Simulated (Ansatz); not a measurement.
**CHClN (doublet): from Hartree-Fock to the top rungs at distance Cl1–H2 along a hydrogen transfer = 1.434 Å, cc-pVDZ**

The task here is to estimate one member of a computed series from the others.

Method: cc-pVDZ, core rule «outside noble gas», up to 7 orbitals frozen; program: Ansatz 0.2.0, Gaussian basis.

Plan: UHF; CCSD(T) on ROHF; CCSD(T) on UHF; BCCD(T) on ROHF; CISD; CCSDT(Q) on ROHF; CCSDT(Q) on UHF; CASSCF and MRCISD+Q, 3 electrons in 3 orbitals; CASSCF and NEVPT2, 3 electrons in 3 orbitals.

## What is computed

The geometry derives from fragments relaxed apart (PBE0/def2-TZVP) and kept rigid, so it is no stationary point. A hydrogen atom is moved between rigid fragments.

4 atoms, charge 0, spin multiplicity 2.

Atoms are counted from 1 here; the program's logs count them from 0.

Bond lengths: Cl1–H2 1.434 Å, H2–C4 1.296 Å, N3–C4 1.160 Å. Angles: Cl1–H2–C4 180.0°, H2–C4–N3 180.0°.

Set-up of the first run:

in.yaml

```yaml
crystal:
  periodic: [false, false, false]
  atoms:
    - {symbol: Cl, position_ang: [0.000000, 0.000000, -2.013521]}
    - {symbol: H, position_ang: [0.000000, 0.000000, -0.579521]}
    - {symbol: N, position_ang: [0.000000, 0.000000, 1.876563]}
    - {symbol: C, position_ang: [0.000000, 0.000000, 0.716479]}
basis:
  gaussian: {orbitals: cc-pVDZ}
magnetization: {spin_polarized: true, initial_magnetization: 1}
hamiltonian: {xc: hf}
output: {orbitals: {seedname: orbitals}}
```

Started as:

```bash
> ansatz run in.yaml --threads 1 --pin off --events-out ev --progress --plain --max-ram 4096MiB --backend cpu
```

Steps of the session up to this table: UHF; CCSD(T) on ROHF; CCSD(T) on UHF; BCCD(T) on ROHF; CISD; CCSDT(Q) on ROHF; CCSDT(Q) on UHF; CASSCF and MRCISD+Q, 3 electrons in 3 orbitals; CASSCF and NEVPT2, 3 electrons in 3 orbitals.

One table of the session follows, with a row left open; its other results are not shown here.

It belongs to the step «Misses and costs». 

| method | from UCCSDT(Q) (meV) |
| --- | --- |
| ROHF | +12938.4 |
| UHF | +12518.4 |
| RMP2 | +1144.9 |
| UMP2 | +1713.1 |
| CISD | +2057.7 |
| RCCSD | +546.2 |
| UCCSD | +544.1 |
| RCCSD(T) | +74.1 |
| UCCSD(T) | +101.8 |
| BCCD(T) | +75.6 |
| RCCSDT | +56.9 |
| UCCSDT | +57.6 |
| RCCSDT(Q) | +2.5 |
| UCCSDT(Q) | 0 |
| CASSCF pair | +12139.2 |
| NEVPT2 pair | +1141.5 |
| MRCISD pair | +1836.5 |
| MRCISD+Q pair | ? |

Q: Estimate the row for MRCISD+Q pair from the others.

The run gave: from UCCSDT(Q) (meV): +389.2. In the column «from UCCSDT(Q) (meV)» it lies between UCCSD(T) (+101.8) and UCCSD (+544.1).

Caveats from the session: Restricted and unrestricted rows rest on different reference determinants; where their highest levels disagree by more than a few hundredths of an eV, they describe different states and don't form one ladder.
